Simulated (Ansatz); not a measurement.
# Cs3Rh: from a trial structure to a relaxed crystal

Computed with DFT PBE, scalar-relativistic, plane waves, PAW in Ansatz 0.2.0. Cutoff 420 eV, Γ-centred k mesh, Gaussian smearing, no spin polarisation in the final step.

Cs3Rh was placed on the sites of a reported Cu3Pd cell (P4/mmm, No. 123), with Rh in place of Pd, Cs in place of Cu, at a guessed volume.

```
Cs Rh
1.0
     5.24296    0.00000    0.00000
     0.00000    5.24296    0.00000
     0.00000    0.00000    5.18907
Cs Rh
3 1
Direct
  0.00000 0.50000 0.50000
  0.50000 0.00000 0.50000
  0.50000 0.50000 0.00000
  0.00000 0.00000 0.00000
```

Steps on the 10×10×10 mesh (4 atoms). 6 of 7 steps are shown, and the free energy counts from the last. Trial steps that were taken back and renewals of the plane-wave basis can be among the rows.

| step | ΔF (meV/atom) | V (Å³/atom) | P (GPa) |
| --- | --- | --- | --- |
| 1 | 52.0 | 35.66 | 2.31 |
| 2 | 24.6 | 38.03 | 1.43 |
| 3 | 1.9 | 42.61 | 0.26 |
| 4 | 0.8 | 43.80 | 0.04 |
| 5 | 0.1 | 43.80 | 0.08 |
| 7 | 0.0 | 44.25 | 0.01 |

A final relaxation ran on a 8×8×8 mesh. The relaxed crystal, Pm-3m (No. 221):

```cif
data_structure
_symmetry_space_group_name_H-M 'Pm-3m'
_symmetry_Int_Tables_number 221
_cell_length_a 5.6148
_cell_length_b 5.6148
_cell_length_c 5.6148
_cell_angle_alpha 90.000
_cell_angle_beta 90.000
_cell_angle_gamma 90.000
_cell_volume 177.01
loop_
_atom_site_label
_atom_site_type_symbol
_atom_site_symmetry_multiplicity
_atom_site_Wyckoff_symbol
_atom_site_fract_x
_atom_site_fract_y
_atom_site_fract_z
_atom_site_occupancy
Cs1 Cs 3 c 0.00000 0.50000 0.50000 1
Rh1 Rh 1 a 0.00000 0.00000 0.00000 1
```

```yaml
Volume_per_atom: 44.25 Å³
Density: 4.71 g/cm³
Energy_over_the_elements: 0.72 eV/atom
Gap_on_the_8×8×8_mesh: 0 eV (a metal)
```

The zero of energy is the elements' standard structures at the same level; no fitted shifts are applied.

The final run used a 8×8×8 mesh on its 4-atom cell and 0.10 eV smearing. The k mesh leaves about 4 meV/atom of noise in metals.

A structure relaxed within its symmetry needn't be a true minimum.

Cost: 3 runs of about 4.6 core-minutes in all, on Arm Neoverse V2 (shared hosts).